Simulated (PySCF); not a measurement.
# BH5NP: a tour of settings

Which settings matter for BH5NP (`NBP`)?

Programs: PySCF 2.14.0, with density-fitted response routines of our own. Each step states its level of theory. These are calculated values for one molecule in the gas phase, unless marked as measured. Atoms count from 0, in the outputs and in this text.

## Step 1: The starting structure

8 atoms, charge 0, multiplicity 1; geometry from: GFN2-xTB.

Bonds of the start (Å): N0–B1 1.37, B1–P2 1.94, N0–H3 1.01, N0–H4 1.01, B1–H5 1.17, P2–H6 1.39, P2–H7 1.39.

## Step 2: Excited states and response: BLYP/6-311+G(2d,p)

What the job is given:

```
{"job": {"kind": "uv", "xc": "BLYP", "basis": "6-311+G(2d,p)", "nstates": 6, "ntriplets": 2, "tda": false, "scf": {"guess": "1e", "max_cycle": 90}}, "charge": 0, "multiplicity": 1}
N     -1.389474    -0.139506    -0.280502
B     -0.147553    -0.266824     0.295050
P      1.367085     0.560368    -0.584566
H     -2.234138    -0.527671     0.107415
H     -1.551971     0.353362    -1.144667
H     -0.032873    -0.861276     1.298175
H      2.274373    -0.427932    -0.236455
H      1.723608     1.318891     0.520985
```

Level: TDDFT BLYP/6-311+G(2d,p), vertical, gas phase, core orbitals frozen in the response.

On the command line:

```console
OMP_NUM_THREADS=1 python probes_run.py task.json out
```

One launch serves the whole session: the jobs run in the order shown.

What it wrote:

```text
final grid: 60992 points
cycle   1  E = -237.2603418038  dE =  3.669e+01  |g| = 1.773e+01  |ddm| = 2.032e+01
cycle   2  E = -244.4553635949  dE = -7.195e+00  |g| = 3.362e+01  |ddm| = 2.246e+01
cycle   3  E = -339.1226852605  dE = -9.467e+01  |g| = 2.163e+01  |ddm| = 1.319e+01
cycle   4  E = -380.3478213633  dE = -4.123e+01  |g| = 1.320e+01  |ddm| = 1.095e+01
cycle   5  E = -419.6023839103  dE = -3.925e+01  |g| = 5.236e+00  |ddm| = 1.185e+01
cycle   6  E = -401.1767168805  dE =  1.843e+01  |g| = 5.001e+00  |ddm| = 2.202e+01
cycle   7  E = -409.3739728972  dE = -8.197e+00  |g| = 5.751e+00  |ddm| = 2.266e+01
cycle   8  E = -423.6128896688  dE = -1.424e+01  |g| = 1.403e+00  |ddm| = 5.622e+00
cycle   9  E = -423.9035318961  dE = -2.906e-01  |g| = 4.931e-01  |ddm| = 1.448e+00
cycle  10  E = -423.9786473290  dE = -7.512e-02  |g| = 1.809e-01  |ddm| = 9.779e-01
cycle  11  E = -423.9882142607  dE = -9.567e-03  |g| = 6.052e-02  |ddm| = 2.436e-01
cycle  12  E = -423.9892507563  dE = -1.036e-03  |g| = 1.260e-02  |ddm| = 5.620e-02
cycle  13  E = -423.9892825979  dE = -3.184e-05  |g| = 6.244e-03  |ddm| = 2.047e-02
cycle  14  E = -423.9892922164  dE = -9.618e-06  |g| = 2.120e-03  |ddm| = 6.321e-03
cycle  15  E = -423.9892934987  dE = -1.282e-06  |g| = 2.667e-04  |ddm| = 2.483e-03
cycle  16  E = -423.9892935220  dE = -2.334e-08  |g| = 6.944e-05  |ddm| = 5.887e-04
cycle  17  E = -423.9892935238  dE = -1.768e-09  |g| = 1.221e-05  |ddm| = 1.174e-04
cycle  18  E = -423.9892935238  dE = -3.809e-11  |g| = 5.224e-06  |ddm| = 2.303e-05
converged SCF energy = -423.9892935238

Static polarisability (au): isotropic 52.110, principal 41.326 50.118 64.886

Singlet excitations
state   eV       nm        f      main configurations
  1   4.6197    268.4   0.00194   H->L 1.00
  2   5.0445    245.8   0.01326   H->L+1 0.98
  3   5.8130    213.3   0.07418   H->L+2 0.99
  4   6.0518    204.9   0.03450   H->L+3 0.98
  5   6.4670    191.7   0.00648   H->L+4 0.47, H->L+6 0.35, H->L+5 0.11
  6   6.5011    190.7   0.07015   H->L+5 0.78

Triplet excitations (Tamm-Dancoff, eV): 4.3671 4.8745
```

Wall time 6.1 s (1 thread of AMD EPYC 9R14, shared host); peak memory 0.38 GiB.

Despite a poor start guess, the SCF converged in 18 cycles.

Frontier orbitals and where they lie:

```csv
orbital,eV,atoms
HOMO−3,-9.06,"P2 41 %, H6 22 %, H7 16 %"
HOMO−2,-7.76,"P2 45 %, B1 26 %, H6 9 %"
HOMO−1,-7.44,"N0 68 %, B1 20 %"
HOMO,-5.67,"P2 74 %, B1 16 %, H5 5 %"
LUMO,-1.10,"B1 59 %, N0 17 %, P2 12 %"
LUMO+1,-0.70,"B1 43 %, P2 20 %, N0 19 %"
LUMO+2,0.08,"B1 52 %, P2 33 %, N0 7 %"
```

With each of the 6 states as a Gaussian band of 0.4 eV half-width at 1/e, the curve within the window shown has maxima at 208 nm (ε 4,500) L/(mol cm). Beyond the last state computed it falls off for lack of states. The curve at chosen wavelengths:

(nm, ε (L/mol/cm)): (182, 1798), (187, 3067), (192, 3819), (197, 4076), (202, 4280), (207, 4458), (212, 4263), (217, 3552), (222, 2572), (227, 1689), (232, 1105), (237, 811), (242, 688), (248, 607), (253, 531), (258, 439), (263, 342), (268, 254), (273, 182), (278, 128), (283, 87), (288, 58), (293, 38), (298, 24), (303, 15), (308, 9)

Ground-state properties from the same run:

```csv
property,computed
dipole moment (D),2.25
polarisability (Å³),7.72
HOMO–LUMO gap (eV),4.57
−ε(HOMO) (eV),5.67
```

## Step 3: Shielding tensors: PBE0/pcSseg-0

Settings changed since step 2:

```diff
@@ -1,2 +1,2 @@
-{"job": {"kind": "uv", "xc": "BLYP", "basis": "6-311+G(2d,p)", "nstates": 6, "ntriplets": 2, "tda": false, "scf": {"guess": "1e", "max_cycle": 90}}, "charge": 0, "multiplicity": 1}
+{"job": {"kind": "nmr", "xc": "PBE0", "basis": "pcSseg-0", "pop": false, "scf": {"conv": 1e-07}}, "charge": 0, "multiplicity": 1}
 N     -1.389474    -0.139506    -0.280502
```

With the program's defaults for keys left out, this is: GIAO PBE0/pcSseg-0 NMR shielding, non-relativistic, gas phase.

What it wrote:

```text
final grid: 60992 points
cycle   1  E = -423.1468671836  dE =  8.258e-02  |g| = 2.267e-01  |ddm| = 2.493e+00
cycle   2  E = -423.1494115415  dE = -2.544e-03  |g| = 2.357e-01  |ddm| = 6.085e-01
cycle   3  E = -423.1614386416  dE = -1.203e-02  |g| = 4.670e-02  |ddm| = 2.528e-01
cycle   4  E = -423.1619448141  dE = -5.062e-04  |g| = 1.331e-02  |ddm| = 6.089e-02
cycle   5  E = -423.1619966797  dE = -5.187e-05  |g| = 9.383e-04  |ddm| = 2.063e-02
cycle   6  E = -423.1619969930  dE = -3.133e-07  |g| = 2.808e-04  |ddm| = 2.708e-03
cycle   7  E = -423.1619970188  dE = -2.578e-08  |g| = 5.376e-05  |ddm| = 6.946e-04
converged SCF energy = -423.1619970188

GIAO shielding tensors (ppm)
atom      isotropic    diamagn.    paramagn.     s11        s22        s33       span
  0 N      131.714     323.093    -191.379     10.210    171.625    213.305    203.095
  1 B       60.106     194.262    -134.157     12.889     38.631    128.796    115.907
  2 P      637.568     965.098    -327.530    547.389    666.637    698.677    151.288
  3 H       28.237      29.987      -1.750     23.953     24.687     36.070     12.117
  4 H       28.320      30.857      -2.536     24.204     26.776     33.981      9.777
  5 H       26.469      30.136      -3.667     24.645     26.063     28.698      4.053
  6 H       31.871      30.686       1.185     27.063     28.813     39.735     12.672
  7 H       32.044      30.511       1.534     27.142     29.041     39.950     12.807
```

Run time: 0.94 s. Hardware: 1 thread of AMD EPYC 9R14, shared host; peak memory 0.39 GiB.

The references, computed at this level on geometries of the same kind, shield at (ppm): 1H TMS 33.29, 15N NH3 269.1, 31P PH3 653.8, 11B BF3·OEt2 104.1. Their shielding less the atom's gives the shift. The references are single molecules in the gas phase, so shifts against H2O, NH3, PH3, H3PO4 or CFCl3 are not on the usual liquid scales and can be off by tens of ppm. Atoms listed in one row are averaged.

```csv
atoms,environment,σ (ppm),δ (ppm)
H5,"hydrogen on a boron bonded to N, P",26.47,6.82
"H3, H4",hydrogen on a nitrogen bonded to B,28.28,5.01
"H6, H7",hydrogen on a phosphorus bonded to B,31.96,1.34
N0,"nitrogen bonded to B, 2 H",131.7,137.4
B1,"boron bonded to N, P, H",60.1,44.0
P2,"phosphorus bonded to B, 2 H",637.6,16.3
```

## Step 4: Shielding tensors: PBE0/pcSseg-1

What the job is given:

```
{"job": {"kind": "nmr", "xc": "PBE0", "basis": "pcSseg-1", "pop": false, "gauge": [0, 0, 0], "scf": {"max_cycle": 91}}, "charge": 0, "multiplicity": 1}
N     -1.250527    -0.125555    -0.252452
B     -0.132798    -0.240142     0.265545
P      1.230377     0.504331    -0.526109
H     -2.010724    -0.474904     0.096674
H     -1.396774     0.318026    -1.030200
H     -0.029586    -0.775148     1.168358
H      2.046936    -0.385139    -0.212810
H      1.551247     1.187002     0.468887
```

With the program's defaults for keys left out, this is: common gauge origin PBE0/pcSseg-1 NMR shielding, non-relativistic, gas phase.

What it wrote:

```text
final grid: 60992 points
cycle   1  E = -423.5772189681  dE =  8.649e-01  |g| = 4.504e-01  |ddm| = 2.529e+00
cycle   2  E = -423.5777991830  dE = -5.802e-04  |g| = 4.625e-01  |ddm| = 8.310e-01
cycle   3  E = -423.6249967472  dE = -4.720e-02  |g| = 5.485e-02  |ddm| = 4.199e-01
cycle   4  E = -423.6257301329  dE = -7.334e-04  |g| = 1.543e-02  |ddm| = 7.418e-02
cycle   5  E = -423.6257795812  dE = -4.945e-05  |g| = 3.615e-03  |ddm| = 1.742e-02
cycle   6  E = -423.6257837351  dE = -4.154e-06  |g| = 8.809e-04  |ddm| = 7.719e-03
cycle   7  E = -423.6257839003  dE = -1.653e-07  |g| = 6.984e-05  |ddm| = 1.116e-03
cycle   8  E = -423.6257839015  dE = -1.122e-09  |g| = 1.944e-05  |ddm| = 1.217e-04
cycle   9  E = -423.6257839016  dE = -1.017e-10  |g| = 3.905e-06  |ddm| = 3.702e-05
converged SCF energy = -423.6257839016

GIAO shielding tensors (ppm)
atom      isotropic    diamagn.    paramagn.     s11        s22        s33       span
  0 N      162.189     398.334    -236.145     38.762    188.957    258.847    220.085
  1 B      120.956     352.394    -231.438     59.795     85.788    217.286    157.491
  2 P      641.383    1003.600    -362.217    556.946    674.308    692.895    135.949
  3 H       25.556     -33.211      58.767     14.074     19.710     42.883     28.809
  4 H       37.730      28.989       8.741     14.579     37.714     60.897     46.318
  5 H       45.379      65.115     -19.736     32.377     49.510     54.251     21.874
  6 H       20.092      12.139       7.953    -25.437      7.781     77.932    103.369
  7 H       27.172      26.084       1.089    -19.593     18.552     82.558    102.151
```

Wall time 1 s (1 thread of AMD EPYC 9R14, shared host); peak memory 0.39 GiB.

The run ended normally, but its values are not to be used for the molecule: all coordinates were scaled by 0.9; a common gauge origin replaces GIAOs, so the shieldings depend on where the origin lies. Its HOMO lies at -6.70 eV, against -6.76 eV in step 3 (PBE0/pcSseg-0), a different level, so the two don't compare directly.

## Step 5: Excited states and response: BLYP/pcSseg-1

What the job is given:

```
{"job": {"kind": "uv", "xc": "BLYP", "basis": "pcSseg-1", "nstates": 3, "ntriplets": 0, "tda": false}, "charge": 0, "multiplicity": 1}
N     -1.389474    -0.139506    -0.280502
B     -0.147553    -0.266824     0.295050
P      1.367085     0.560368    -0.584566
H     -2.234138    -0.527671     0.107415
H     -1.551971     0.353362    -1.144667
H     -0.032873    -0.861276     1.298175
H      2.274373    -0.427932    -0.236455
H      1.723608     1.318891     0.520985
```

Method: TDDFT BLYP/pcSseg-1, vertical, gas phase, core orbitals frozen in the response.

What it wrote:

```text
coarse grid: 6872 points
cycle   1  E = -423.8606107983  dE =  1.009e-01  |g| = 4.488e-01  |ddm| = 2.395e+00
cycle   2  E = -423.7855516667  dE =  7.506e-02  |g| = 7.346e-01  |ddm| = 1.021e+00
cycle   3  E = -423.9068630247  dE = -1.213e-01  |g| = 1.344e-01  |ddm| = 6.150e-01
cycle   4  E = -423.9119490956  dE = -5.086e-03  |g| = 2.650e-02  |ddm| = 1.610e-01
cycle   5  E = -423.9121154537  dE = -1.664e-04  |g| = 9.527e-03  |ddm| = 4.557e-02
cycle   6  E = -423.9121489467  dE = -3.349e-05  |g| = 1.937e-03  |ddm| = 2.050e-02
cycle   7  E = -423.9121497911  dE = -8.445e-07  |g| = 4.441e-04  |ddm| = 3.328e-03
final grid: 60992 points
cycle   8  E = -423.9308698625  dE = -1.459e-05  |g| = 7.371e-03  |ddm| = 1.399e-02
cycle   9  E = -423.9308346059  dE =  3.526e-05  |g| = 1.473e-02  |ddm| = 1.429e-02
cycle  10  E = -423.9308806264  dE = -4.602e-05  |g| = 1.407e-03  |ddm| = 9.488e-03
cycle  11  E = -423.9308811922  dE = -5.658e-07  |g| = 2.120e-04  |ddm| = 1.764e-03
cycle  12  E = -423.9308812055  dE = -1.325e-08  |g| = 6.306e-05  |ddm| = 4.458e-04
cycle  13  E = -423.9308812070  dE = -1.514e-09  |g| = 1.119e-05  |ddm| = 1.365e-04
cycle  14  E = -423.9308812070  dE = -3.206e-11  |g| = 3.583e-06  |ddm| = 1.673e-05
converged SCF energy = -423.9308812070

Static polarisability (au): isotropic 44.699, principal 33.423 42.765 57.907

Singlet excitations
state   eV       nm        f      main configurations
  1   4.7224    262.5   0.00311   H->L 1.00
  2   5.9845    207.2   0.02351   H->L+1 0.94
  3   6.8370    181.3   0.01052   H->L+2 0.55, H-2->L 0.42
```

Wall time 3 s (1 thread of AMD EPYC 9R14, shared host); peak memory 0.39 GiB.

This run: HOMO -5.56 eV, LUMO -0.90 eV; lowest singlet 4.72 eV.

## Step 6: Ultraviolet spectrum: LDA/def2-SVPD

Settings changed since step 5:

```diff
@@ -1,2 +1,2 @@
-{"job": {"kind": "uv", "xc": "BLYP", "basis": "pcSseg-1", "nstates": 3, "ntriplets": 0, "tda": false}, "charge": 0, "multiplicity": 1}
+{"job": {"kind": "uv", "xc": "LDA", "basis": "def2-SVPD", "nstates": 1, "ntriplets": 2, "tda": false, "grid": 1}, "charge": 0, "multiplicity": 1}
 N     -1.389474    -0.139506    -0.280502
```

Level: TDDFT LDA/def2-SVPD, vertical, gas phase, core orbitals frozen in the response.

What it wrote:

```text
final grid: 29072 points
cycle   1  E = -421.7600195565  dE =  8.174e-02  |g| = 4.149e-01  |ddm| = 3.964e+00
cycle   2  E = -421.6942974486  dE =  6.572e-02  |g| = 6.727e-01  |ddm| = 1.567e+00
cycle   3  E = -421.8047543620  dE = -1.105e-01  |g| = 1.132e-01  |ddm| = 7.911e-01
cycle   4  E = -421.8083861853  dE = -3.632e-03  |g| = 3.180e-02  |ddm| = 2.027e-01
cycle   5  E = -421.8086119750  dE = -2.258e-04  |g| = 1.248e-02  |ddm| = 5.135e-02
cycle   6  E = -421.8086730267  dE = -6.105e-05  |g| = 1.310e-03  |ddm| = 2.221e-02
cycle   7  E = -421.8086735091  dE = -4.824e-07  |g| = 4.214e-04  |ddm| = 3.275e-03
cycle   8  E = -421.8086735688  dE = -5.975e-08  |g| = 1.056e-04  |ddm| = 1.038e-03
cycle   9  E = -421.8086735730  dE = -4.195e-09  |g| = 1.696e-05  |ddm| = 2.369e-04
cycle  10  E = -421.8086735731  dE = -9.595e-11  |g| = 4.436e-06  |ddm| = 4.179e-05
converged SCF energy = -421.8086735731

Static polarisability (au): isotropic 54.124, principal 43.495 52.128 66.749

Singlet excitations
state   eV       nm        f      main configurations
  1   4.4702    277.4   0.00149   H->L 1.00

Triplet excitations (Tamm-Dancoff, eV): 4.2634 5.2579
```

Wall time 1.9 s (1 thread of AMD EPYC 9R14, shared host); peak memory 0.39 GiB.

Key values: HOMO -5.83 eV, LUMO -1.45 eV; lowest singlet 4.47 eV.

## Step 7: Run by run: electronic excitations

Excitations and ground-state properties, with basis size and wall time:

```csv
run,lowest singlet (eV),brightest (eV),f,gap (eV),α (Å³),μ (D),functions,time
"BLYP/6-311+G(2d,p)",4.62,5.81,0.074,4.57,7.72,2.25,119,6.1 s
BLYP/pcSseg-1,4.72,5.98,0.024,4.66,6.62,2.37,83,3 s
LDA/def2-SVPD,4.47,4.47,0.001,4.38,8.02,2.28,104,1.9 s
```

## Step 8: Results

| quantity | value |
| --- | --- |
| lowest singlet (BLYP/6-311+G(2d,p)) | 4.62 eV (268 nm), f = 0.002 |
| brightest single state of those computed | state 3, 5.81 eV, f = 0.074 |
| lowest triplet | 4.37 eV |
| 1H shifts against TMS (PBE0/pcSseg-0, means over atoms taken as alike) | 6.82, 5.01, 1.34 ppm |
| 15N shifts against NH3 (PBE0/pcSseg-0) | 137.4 ppm |
| 11B shifts against BF3·OEt2 (PBE0/pcSseg-0) | 44.0 ppm |
| 31P shifts against PH3 (PBE0/pcSseg-0) | 16.3 ppm |
| range of the lowest singlet | 4.47 to 4.72 eV |
| property runs in this session | 5, of which 0 failed and 1 gave unsound results |

Single values in the summary come from the first sound run of each kind (BLYP/6-311+G(2d,p); PBE0/pcSseg-0), which need not be the best level. The first singlet state (HOMO→LUMO 1.00) lies at 4.62 eV and is weak; of the 6 states computed, the strongest absorption comes from state 3 at 5.81 eV (the last state computed absorbs too, and its partners may lie past the list). The lowest triplet lies 0.25 eV below the lowest singlet (triplets in Tamm-Dancoff, singlets in full TDDFT). At BLYP/6-311+G(2d,p), states above −ε(HOMO) (5.67 eV) lie where TDDFT describes them poorly and they hang on the basis; the brightest is among them. At PBE0/pcSseg-0: The largest span, 203 ppm, is at N0, where the paramagnetic term is -191 ppm. The lowest singlet runs from 4.47 eV (LDA/def2-SVPD) to 4.72 eV (BLYP/pcSseg-1), while the orbital gap spans 4.38 to 4.66 eV. The lowest state need not be the same one in every run. The runs solved for a few states only, so the brightest column depends on that window.
